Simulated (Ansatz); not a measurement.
CH2O2, singlet in cc-pVDZ: errors against RCCSDTQ

Geometry: MP2(full)/6-31G*, from the G2/97 set.

```yaml
atoms:
  - { symbol: O, position_ang: [-1.0631, -0.4340, 0.0000] }
  - { symbol: C, position_ang: [-0.0221, 0.4264, 0.0000] }
  - { symbol: O, position_ang: [1.1472, 0.1062, 0.0000] }
  - { symbol: H, position_ang: [-0.6717, -1.3327, 0.0000] }
  - { symbol: H, position_ang: [-0.4000, 1.4554, 0.0000] }
```

Basis cc-pVDZ; Ansatz 0.2.0. Only valence electrons are correlated (noble-gas cores frozen), which leaves 18 electrons in 49 orbitals. Prefix R: restricted or restricted open-shell reference.

Full CI isn't at hand for all of this; RCCSDTQ serves as the reference, and is uncertain by about the last step of the cluster series.

The UHF ⟨S²⟩ is 0.000 and the T1 diagnostic (RCCSD) is 0.0175. The largest doubles amplitude (RCCSD) is 0.084.

```json
{"level": "RMP2", "E − E(RHF) (eV)": "-13.6499"}
{"level": "RCCSD", "E − E(RHF) (eV)": "-13.9805"}
{"level": "RCCSD(T)", "E − E(RHF) (eV)": "-14.4009"}
```

(1) Estimate how far RCCSDTQ in cc-pVDZ lies from RCCSD(T). The table doesn't fix it; the size of (T) and the diagnostics are the guide.

(1) RCCSDTQ in cc-pVDZ lies 1.24 kcal/mol below RCCSD(T), which is 13 % of the (T) step (-9.69 kcal/mol). The diagnostics are small and the rest is a small part of (T), but (T) is large here. The miss exceeds 1 kcal/mol.

The other levels:

```json
{"level": "RCCSDT", "E − E(RCCSDTQ) (kcal/mol)": "0.95", "share of correlation (%)": "99.72", "wall time": "–"}
{"level": "RCCSDT(Q)", "E − E(RCCSDTQ) (kcal/mol)": "-0.14", "share of correlation (%)": "100.04", "wall time": "2.8 s (H100)"}
```

The correlation energy at RCCSDTQ, counted from RHF, is -14.455 eV. That run took 1.9 min on 2 threads of AMD EPYC 7R13 with a shared H100 80 GB, shared host.

Times hold each run's SCF and search for its determinant on a shared host, so for small cases they say little of a method's own cost; rows without a card ran on 1 thread of AMD EPYC 7R13.

Atomization energy (electronic, same basis, no zero-point term; atoms at the same level, unrestricted beside the R rows where the molecule is a closed shell, with restricted open-shell steps beyond CCSDT(Q)) at RCCSDTQ: 1919.8 kJ/mol. Errors of other levels:

```tsv
level	error (kJ/mol)
RHF	-580.5
RMP2	65.2
RCCSD	-37.6
RCCSD(T)	-3.4
RCCSDT	-3.5
RCCSDT(Q)	0.6
```

This basis is far from its limit, so the value isn't to be set against a measured one.
